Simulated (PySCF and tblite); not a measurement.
Results of a calculation; reference values are marked as such.
System: C₅H₁₁N, numbered as in [CH3:1][CH:2]([CH3:3])[N:4]1[CH2:5][CH2:6]1.

Motion: rotation about the C2–N4 bond (torsion C1–C2–N4–C5 from -84° to -192°, falling). GFN2-xTB gives an electronic barrier of 3.6 kcal/mol and a reaction energy of 2.1 kcal/mol.

Task: What does BHandHLYP/pcSseg-1 + D3(BJ) give on GFN2-xTB geometries?

Result: A barrier of 6.2 kcal/mol, 2.7 above the tight-binding barrier (from unrounded values), a reaction energy of 3.8 kcal/mol and, with GFN2-xTB thermal terms, ΔG‡(298 K) = 6.9 kcal/mol and k = 1×10⁸ s⁻¹ (2 equivalent paths).

Programs: tblite and PySCF.
